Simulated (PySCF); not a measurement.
**B₃⁺: structure of the singlet**

Where does singlet B₃⁺ go from a equilateral triangle start, is the end point a minimum, and what are its modes, charges and moments?

The runs use PySCF 2.14.0; PBE0, basis B def2-TZVP, no relativity, density fitting.

**1. The starting structure**

3 atoms, charge 1, spin multiplicity 1.

Bond lengths: B1–B2 1.700 Å, B1–B3 1.700 Å, B2–B3 1.700 Å. Angles: B2–B1–B3 60.0°, B1–B2–B3 60.0°, B1–B3–B2 60.0°.

Z-matrix (Å, degrees; charge 1 multiplicity 1):
```
B
B  1 1.7000
B  1 1.7000 2 60.00
```

**2. Finding the electronic state**

The steps below are one call of a driver around PySCF. For each, scf.py gives the equivalent set-up of the SCF; relaxations use the driver's own optimiser. After this first run the driver tries any further starts and a stability analysis.

scf.py

```python
from pyscf import gto, scf, dft
mol = gto.M(atom='''
B      0.490730    -0.849980     0.000000
B     -0.981490    -0.000010     0.000000
B      0.490750     0.849990     0.000000''',
    basis={'B': 'def2-TZVP'},
    charge=1, spin=0)
mf = dft.RKS(mol, xc='PBE0')
mf.grids.atom_grid = (50, 194)
aux = {'B': 'def2-universal-JKFIT'}
mf = mf.density_fit(auxbasis=aux)
mf.conv_tol = 1e-08
mf.diis_space = 10
mf.max_cycle = 60
mf.init_guess = 'minao'
mf.verbose = 4
mf.kernel()
```

On the command line:

```console
OMP_NUM_THREADS=2 python axn.py task.json out
```

The log of the run:

```text
init E= -74.404070734884
  HOMO = -0.24378392021273  LUMO = -0.206591686503213  gap/eV = 1.01205
cycle= 1 E= -73.7920597921079  delta_E= 0.612  |g|= 0.193  |ddm|= 1.41
  HOMO = -0.551292779161621  LUMO = -0.466349129130069  gap/eV = 2.31143
cycle= 2 E= -73.807907705219  delta_E= -0.0158  |g|= 0.0714  |ddm|= 0.494
  HOMO = -0.517270015044291  LUMO = -0.433271944296777  gap/eV = 2.28570
cycle= 3 E= -73.8093397106542  delta_E= -0.00143  |g|= 0.0291  |ddm|= 0.103
  HOMO = -0.523165900132193  LUMO = -0.436605754152778  gap/eV = 2.35542
cycle= 4 E= -73.8096592357363  delta_E= -0.00032  |g|= 0.00428  |ddm|= 0.0395
  HOMO = -0.52196136739215  LUMO = -0.435661066791976  gap/eV = 2.34835
cycle= 5 E= -73.8096658095823  delta_E= -6.57e-06  |g|= 0.000462  |ddm|= 0.00663
  HOMO = -0.52196751034994  LUMO = -0.435680627807898  gap/eV = 2.34799
cycle= 6 E= -73.8096655448181  delta_E= 2.65e-07  |g|= 0.000983  |ddm|= 0.00136
  HOMO = -0.521967910334958  LUMO = -0.435682995041532  gap/eV = 2.34793
cycle= 7 E= -73.8096659500851  delta_E= -4.05e-07  |g|= 5.86e-05  |ddm|= 0.000776
  HOMO = -0.521961295561079  LUMO = -0.435678581633024  gap/eV = 2.34787
cycle= 8 E= -73.8096659518897  delta_E= -1.8e-09  |g|= 2.39e-06  |ddm|= 0.000143
  HOMO = -0.521960288101408  LUMO = -0.43567783641104  gap/eV = 2.34787
Extra cycle  E= -73.8096659518914  delta_E= -1.65e-12  |g|= 1.82e-06  |ddm|= 5.4e-06
converged SCF energy = -73.8096659518914
```

This step, with its further starts and checks, took 3.4 s on 2 threads of Arm Neoverse V2, shared host.

The starts that the driver tried:

```csv
start,energy (Eh)
the minimal-basis guess,-73.809666
a thermally smeared density,-73.809666
a smeared PBE density,-73.809666
```

No lower closed-shell solution turned up from the other starts or in the test of internal stability.

**3. Relaxation: equilateral triangle start, singlet**

The program finds D3h symmetry in the start, which this walk keeps.

scf.py: that of step 2 with these lines changed.

```diff
@@ -3,3 +3,3 @@
-B      0.490730    -0.849980     0.000000
-B     -0.981490    -0.000010     0.000000
-B      0.490750     0.849990     0.000000''',
+B      0.490741    -0.849989     0.000000
+B     -0.981482     0.000001     0.000000
+B      0.490742     0.849988     0.000000''',
@@ -15 +14,0 @@
-mf.init_guess = 'minao'
```

Energy and gradient, step by step:

```csv
step,energy (Eh),change (kJ/mol),largest symmetric gradient (Eh/bohr)
0,-73.809666,0.00,0.06228
1,-73.823062,-35.17,0.03047
2,-73.825093,-40.50,0.01864
3,-73.825861,-42.52,0.00256
4,-73.825878,-42.56,0.00018
5,-73.825878,-42.56,0.00000
```

The walk took 3.3 s.

It settles in D3h symmetry, 42.6 kJ/mol below the start, after 5 steps: B–B 1.561 Å (×3); B–B–B 60.0° (×3).

**4. Is it a minimum? Harmonic modes**

On the finer grid the gradient is checked again; gradients at displacements of ±0.02 bohr then give force constants and infrared intensities.

scf.py: that of step 3 with these lines changed.

```diff
@@ -3,3 +3,3 @@
-B      0.490741    -0.849989     0.000000
-B     -0.981482     0.000001     0.000000
-B      0.490742     0.849988     0.000000''',
+B      0.450550    -0.780378     0.000000
+B     -0.901102     0.000001     0.000000
+B      0.450552     0.780377     0.000000''',
@@ -9 +9 @@
-mf.grids.atom_grid = (50, 194)
+mf.grids.atom_grid = (75, 302)
@@ -12 +12 @@
-mf.conv_tol = 1e-08
+mf.conv_tol = 1e-10
```

This SCF starts from the last density.

Log of the central SCF (cycles and frontier levels):

```text
init E= -73.8258752308742
  HOMO = -0.545079906795671  LUMO = -0.441424716471154  gap/eV = 2.82060
cycle= 1 E= -73.8258752308749  delta_E= -6.54e-13  |g|= 2.79e-07  |ddm|= 5.41e-07
  HOMO = -0.545079791393579  LUMO = -0.441424631062079  gap/eV = 2.82060
Extra cycle  E= -73.8258752308745  delta_E= 3.41e-13  |g|= 2.95e-07  |ddm|= 4.88e-07
converged SCF energy = -73.8258752308745
```

The whole step took 6.7 s.

Geometry: D3h; B–B 1.561 Å (×3); B–B–B 60.0° (×3).

Harmonic modes (main isotopes):

```
symmetry  ω (cm⁻¹)  IR (km/mol)
      e'      1014         84.8
     a1'      1203          0.0
```

All wavenumbers are real: a minimum.

Properties at this point:

```yaml
Dipole_moment_about_the_centre_of_mass: 0.00 D
Highest_occupied_level: -14.83 eV
Lowest_empty_level: -12.01 eV
Rotational_constants: 1.257, 1.257, 0.6286 cm⁻¹
Zero-point_energy: 19.3 kJ/mol
Principal_polarisabilities: 39.0, 45.6, 45.6 bohr³
Principal_traceless_quadrupole_moments_about_the_centre_of_mass: -7.96, 3.98, 3.98 D Å
Entropy_at_298.15_K_and_1_bar: 222.3 J/(mol K)
Heat_capacity_Cp_at_298.15_K: 37.1 J/(mol K)
Enthalpy_at_298.15_K_above_0_K: 10.14 kJ/mol
Rotational_symmetry_number: 6
```

Populations by atom (charges in e):

```csv
atom,Mulliken,Löwdin,polar tensor,Mayer order to B1
B1,0.33,0.33,0.33,–
"B2,3",0.33,0.33,0.33,1.57
```

Outer orbital energies (eV). occupied: -194.58, -194.55, -194.55, -25.42, -16.62, -16.62, -14.83; empty: -12.01, -9.92, -9.92, -6.44.

Mulliken populations on B1: s 3.02, p 1.57, d 0.07, f 0.01.

**5. Would spin polarisation lower it?**

At the lowest minimum the closed shell is tested against spin polarisation, on the (50, 194) grid. It is stable.

**6. Summary of results**

| quantity | value |
| --- | --- |
| minimum | singlet, D3h |
| geometry | B–B 1.561 Å (×3); B–B–B 60.0° (×3) |
| wavenumbers (cm⁻¹) | 1014 (e'), 1203 (a1') |
| dipole moment (centre of mass) | 0.00 D |
| highest occupied, lowest empty level | -14.83, -12.01 eV |
| polar-tensor charge of B1 | +0.33 e |
| zero-point energy | 19.3 kJ/mol |
| entropy at 298.15 K | 222.3 J/(mol K) |

In words: The equilateral triangle start keeps its D3h symmetry and ends in a minimum. The strongest infrared band lies at 1014 cm⁻¹ (e'). Other starts or spin states, not run here, may lie lower.

The search up to here took 14 s on 2 threads of Arm Neoverse V2, shared host.
